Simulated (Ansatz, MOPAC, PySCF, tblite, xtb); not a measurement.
Energy landscape of COS, singlet: collinear O-C-S surface. Scanned: O-C distance and C-S distance.

- GFN2-xTB, 300 K electronic temperature (tblite)
- RHF/cc-pVDZ (PySCF)
- M06-2X/cc-pVDZ (PySCF)
- r2SCAN/cc-pVDZ (PySCF)
- RKS-PBE/cc-pVDZ = Ansatz (an electronic-structure program) with restricted PBE/cc-pVDZ
- MP2 on RHF/cc-pVDZ, 7 core orbitals frozen (PySCF)
- CCSD on RHF/cc-pVDZ, 7 core orbitals frozen (PySCF)
- CCSD(T) on RHF/cc-pVDZ, 7 core orbitals frozen (PySCF)
- PM3, restricted, heats of formation (MOPAC)
- PM6, restricted, heats of formation (MOPAC)
- GFN1-xTB (xtb)
- RKS-B3LYP/6-31G* = restricted B3LYP/6-31G*, spherical d in PySCF 2.14.0
- RHF/LANL2DZ = restricted Hartree-Fock/LANL2DZ, with its core potentials past Ne run with PySCF
- RKS-B3LYP/3-21G = restricted B3LYP/3-21G (PySCF)
- RKS-B3LYP/6-311+G** = restricted B3LYP/6-311+G**, spherical d in PySCF

Energies in kcal/mol at chosen points (x: O-C distance (Å); y: C-S distance (Å)), relative to x = 1.16, y = 1.56:

```json
[
 {"method": "GFN2-xTB", "(1.04, 1.48)": "23.7", "(1.22, 2.18)": "91.0", "(1.43, 1.40)": "65.4", "(1.74, 1.40)": "147.2", "(1.04, 1.56)": "20.1", "(1.28, 2.03)": "81.5", "(0.99, 1.92)": "86.9"},
 {"method": "RHF", "(1.04, 1.48)": "21.6", "(1.22, 2.18)": "68.9", "(1.43, 1.40)": "80.6", "(1.74, 1.40)": "149.6", "(1.04, 1.56)": "13.7", "(1.28, 2.03)": "74.7", "(0.99, 1.92)": "59.8"},
 {"method": "M06-2X", "(1.04, 1.48)": "29.8", "(1.22, 2.18)": "73.6", "(1.43, 1.40)": "71.2", "(1.74, 1.40)": "148.5", "(1.04, 1.56)": "22.1", "(1.28, 2.03)": "69.7", "(0.99, 1.92)": "74.8"},
 {"method": "r2SCAN", "(1.04, 1.48)": "33.0", "(1.22, 2.18)": "76.3", "(1.43, 1.40)": "65.8", "(1.74, 1.40)": "141.2", "(1.04, 1.56)": "25.6", "(1.28, 2.03)": "67.3", "(0.99, 1.92)": "83.8"},
 {"method": "RKS-PBE/cc-pVDZ", "(1.04, 1.48)": "36.7", "(1.22, 2.18)": "70.3", "(1.43, 1.40)": "62.6", "(1.74, 1.40)": "135.4", "(1.04, 1.56)": "28.5", "(1.28, 2.03)": "60.4", "(0.99, 1.92)": "85.0"},
 {"method": "MP2", "(1.04, 1.48)": "36.9", "(1.22, 2.18)": "75.2", "(1.43, 1.40)": "67.7", "(1.74, 1.40)": "158.9", "(1.04, 1.56)": "28.6", "(1.28, 2.03)": "66.7", "(0.99, 1.92)": "86.9"},
 {"method": "CCSD", "(1.04, 1.48)": "33.7", "(1.22, 2.18)": "65.5", "(1.43, 1.40)": "69.0", "(1.74, 1.40)": "140.8", "(1.04, 1.56)": "24.8", "(1.28, 2.03)": "62.3", "(0.99, 1.92)": "76.0"},
 {"method": "CCSD(T)", "(1.04, 1.48)": "36.3", "(1.22, 2.18)": "64.9", "(1.43, 1.40)": "65.9", "(1.74, 1.40)": "137.0", "(1.04, 1.56)": "27.2", "(1.28, 2.03)": "59.0", "(0.99, 1.92)": "79.6"},
 {"method": "PM3", "(1.04, 1.48)": "30.5", "(1.22, 2.18)": "79.5", "(1.43, 1.40)": "50.1", "(1.74, 1.40)": "134.5", "(1.04, 1.56)": "28.3", "(1.28, 2.03)": "73.9", "(0.99, 1.92)": "81.7"},
 {"method": "PM6", "(1.04, 1.48)": "25.0", "(1.22, 2.18)": "71.8", "(1.43, 1.40)": "60.0", "(1.74, 1.40)": "153.6", "(1.04, 1.56)": "19.8", "(1.28, 2.03)": "68.2", "(0.99, 1.92)": "68.1"},
 {"method": "GFN1-xTB", "(1.04, 1.48)": "25.8", "(1.22, 2.18)": "96.4", "(1.43, 1.40)": "66.5", "(1.74, 1.40)": "150.9", "(1.04, 1.56)": "21.8", "(1.28, 2.03)": "85.6", "(0.99, 1.92)": "90.0"},
 {"method": "RKS-B3LYP/6-31G*", "(1.04, 1.48)": "33.2", "(1.22, 2.18)": "70.5", "(1.43, 1.40)": "65.0", "(1.74, 1.40)": "139.6", "(1.04, 1.56)": "25.8", "(1.28, 2.03)": "64.7", "(0.99, 1.92)": "80.8"},
 {"method": "RHF/LANL2DZ", "(1.04, 1.48)": "33.4", "(1.22, 2.18)": "44.5", "(1.43, 1.40)": "73.1", "(1.74, 1.40)": "131.6", "(1.04, 1.56)": "22.8", "(1.28, 2.03)": "49.0", "(0.99, 1.92)": "61.7"},
 {"method": "RKS-B3LYP/3-21G", "(1.04, 1.48)": "39.8", "(1.22, 2.18)": "53.9", "(1.43, 1.40)": "68.0", "(1.74, 1.40)": "141.5", "(1.04, 1.56)": "29.4", "(1.28, 2.03)": "47.7", "(0.99, 1.92)": "76.3"},
 {"method": "RKS-B3LYP/6-311+G**", "(1.04, 1.48)": "28.5", "(1.22, 2.18)": "72.6", "(1.43, 1.40)": "64.5", "(1.74, 1.40)": "136.0", "(1.04, 1.56)": "21.8", "(1.28, 2.03)": "67.5", "(0.99, 1.92)": "75.3"}
]
```
